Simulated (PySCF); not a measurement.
Geometry:
```json
{"atom": "F1", "x (Å)": "1.706", "y (Å)": "0.041", "z (Å)": "1.076"}
{"atom": "C2", "x (Å)": "1.202", "y (Å)": "0.035", "z (Å)": "-0.197"}
{"atom": "C3", "x (Å)": "-0.216", "y (Å)": "0.526", "z (Å)": "-0.189"}
{"atom": "C4", "x (Å)": "-1.337", "y (Å)": "-0.403", "z (Å)": "-0.053"}
{"atom": "O5", "x (Å)": "-0.991", "y (Å)": "0.152", "z (Å)": "-1.304"}
{"atom": "H6", "x (Å)": "1.234", "y (Å)": "-0.989", "z (Å)": "-0.606"}
{"atom": "H7", "x (Å)": "1.831", "y (Å)": "0.682", "z (Å)": "-0.832"}
{"atom": "H8", "x (Å)": "-0.351", "y (Å)": "1.561", "z (Å)": "0.154"}
{"atom": "H9", "x (Å)": "-1.135", "y (Å)": "-1.476", "z (Å)": "0.067"}
{"atom": "H10", "x (Å)": "-2.279", "y (Å)": "-0.051", "z (Å)": "0.383"}
```

Geometry: PBE0-D3(BJ)/def2-SVP; GIAO shifts from PySCF 2.14.0 with density-fitted response routines, gas phase, non-relativistic, averaged over equivalent atoms.

At PBE0/STO-3G (30 basis functions):
```csv
atoms,δ (ppm)
F1,-152.0
C2,59.8
C4,38.0
C3,36.7
O5,-1.7
H7,2.39
H6,1.83
H10,1.41
H8,1.33
H9,1.19
```

References, each an isolated molecule treated in the same way: CFCl3 for 19F (σref 304.40); 13C (σref 234.69), 1H (σref 32.60) vs TMS; 17O (σref 341.71) vs H2O.

Q: Estimate the result of repeating the calculation with PBE0/pcSseg-2.

A: 
```
atoms  δ at PBE0/pcSseg-2  change
   F1              -254.2  -102.2
   C2                89.3   +29.5
   C4                48.4   +10.4
   C3                49.6   +12.9
   O5                -0.2    +1.5
   H7                4.86   +2.47
   H6                3.50   +1.67
  H10                2.64   +1.23
   H8                2.85   +1.52
   H9                2.35   +1.16
```

δ = σ(ref) − σ, references computed at the same level: 19F (175.81 ppm) vs CFCl3; 13C (184.13 ppm), 1H (31.25 ppm) against TMS; 17O (328.15 ppm) against H2O.

The largest change is at F1 (fluorine on an sp3 carbon). Cost: 250 basis functions. The order of the carbon signals changes between the two levels.

Unscaled 19F shifts against computed CFCl3 carry errors that often reach 10 to 50 ppm. Experimental scales use liquid or dissolved standards, which lie at an offset from isolated H2O (liquid H2O: subtract about 36 ppm).
